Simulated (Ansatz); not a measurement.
One change: `C=C(N)NC` becomes `C=C(F)NC`.

Ansatz, PBE0-D4/def2-TZVP geometries, multiplicity 1. Each molecule was computed in one conformer, which needn't be the lowest.

```tsv
property	`C=C(N)NC`
HOMO–LUMO gap (B3LYP/def2-TZVPP) / eV	6.05
HOMO energy (PBE/def2-TZVPP) / eV	-4.48
LUMO energy (PBE/def2-TZVPP) / eV	0.11
HOMO energy (B3LYP/def2-TZVPP) / eV	-5.43
HOMO–LUMO gap (PBE0/def2-TZVPP) / eV	6.59
LUMO energy (PBE0/def2-TZVPP) / eV	0.97
```

Q: What does the change do to each property? (Estimate.)

A: Computed: 
```csv
property,`C=C(F)NC`,shift
HOMO–LUMO gap (B3LYP/def2-TZVPP) / eV,6.56,0.51
HOMO energy (PBE/def2-TZVPP) / eV,-5.00,-0.52
LUMO energy (PBE/def2-TZVPP) / eV,-0.04,-0.15
HOMO energy (B3LYP/def2-TZVPP) / eV,-6.00,-0.57
HOMO–LUMO gap (PBE0/def2-TZVPP) / eV,7.09,0.50
LUMO energy (PBE0/def2-TZVPP) / eV,0.89,-0.08
```

With PBE0 the HOMO falls by 0.58 eV and the LUMO falls by 0.08 eV, so the gap widens by about 0.50 eV. PBE moves the HOMO by -0.52 eV and ωB97M-V by -0.59 eV.

B3LYP here is the variant with VWN-RPA as its local correlation; programs differ in this.
